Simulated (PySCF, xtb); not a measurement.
C2H3, SMILES [CH]=C, multiplicity 2. Atoms are numbered in the order given.

```xyz
5

C      0.1427    -0.7085     0.0000
C     -0.0293     0.5883     0.0000
H     -0.4589    -1.6139     0.0000
H     -1.0322     1.0440     0.0000
H      0.8110     1.2913     0.0000
```
Charge 0, spin multiplicity 2.

Geometry: PBE-D3(BJ)/def2-TZVP. The isomer is the one that the SMILES or the coordinates give; other isomers of the formula were not compared.

Level of theory: PySCF with IEF-PCM-B3LYP/def2-TZVPD.

The values are the electrostatic part of the solvation free energy, E(continuum) − E(gas) at the gas-phase geometry, in a cavity of scaled van der Waals radii (PySCF's table); cavitation and dispersion terms are not included. The dipole moment in vacuum is 0.68 D.

Computed values in water (ε = 78.36), ethanol (ε = 24.85), acetonitrile (ε = 35.69):
```csv
solvent,ε,ΔG(elec) (kcal/mol),dipole (D)
water,78.36,-1.8,0.92
ethanol,24.85,-1.8,0.90
acetonitrile,35.69,-1.8,0.91
```

For comparison, GFN2-xTB/ALPB(water) (xtb, at the GFN2-xTB geometry, all terms of that model) gives -0.6 kcal/mol.
